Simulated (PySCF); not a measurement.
methyl formate cation (C2H4O2), SMILES COC=O (connectivity only; charge and spin as stated), charge +1, multiplicity 2. Atoms are numbered in the order given.

```xyz
8

C     -0.3844    -1.4525     0.0000
O      0.6960    -0.4241     0.0000
C      0.4530     0.8075     0.0000
O     -0.6857     1.3462     0.0000
H     -0.9778    -1.3188    -0.9143
H      0.1571    -2.4027     0.0000
H     -0.9778    -1.3188     0.9143
H      1.3047     1.5327     0.0000
```
Charge +1, spin multiplicity 2.

Coordinates come from a B3LYP-D3(BJ)/def2-SVP optimisation. The multiplicity is an assumed one; other spin states were not compared. Other conformers were not sampled.

Two levels are set side by side: PBE/pcH-1 (PySCF) and B3LYP/pcH-1 (PySCF). Contact hyperfine couplings, same geometry. Differences are taken from unrounded values.

```
quantity                      B3LYP
----------------------------  -----
A(iso) of 13C, atom C1 (MHz)    1.6
A(iso) of 17O, atom O2 (MHz)   -6.4
A(iso) of 13C, atom C3 (MHz)  -42.4
A(iso) of 17O, atom O4 (MHz)  -51.0
A(iso) of 1H, atom H5 (MHz)     0.2
A(iso) of 1H, atom H6 (MHz)    -0.5
A(iso) of 1H, atom H7 (MHz)     0.2
A(iso) of 1H, atom H8 (MHz)   197.7
```

Task: What does PBE give, and how far is it from B3LYP? (An estimate is asked for; the answer gives what the named calculation found.)

Result: 
```tsv
quantity	PBE	PBE minus B3LYP
A(iso) of 13C, atom C1 (MHz)	2.1	0.6
A(iso) of 17O, atom O2 (MHz)	0.1	6.6
A(iso) of 13C, atom C3 (MHz)	-36.1	6.3
A(iso) of 17O, atom O4 (MHz)	-28.2	22.9
A(iso) of 1H, atom H5 (MHz)	-1.5	-1.7
A(iso) of 1H, atom H6 (MHz)	4.7	5.2
A(iso) of 1H, atom H7 (MHz)	-1.5	-1.7
A(iso) of 1H, atom H8 (MHz)	204.9	7.2
```

Rough cost on one machine, each run with all the roots and properties that it gave: B3LYP against PBE within a factor of 2.
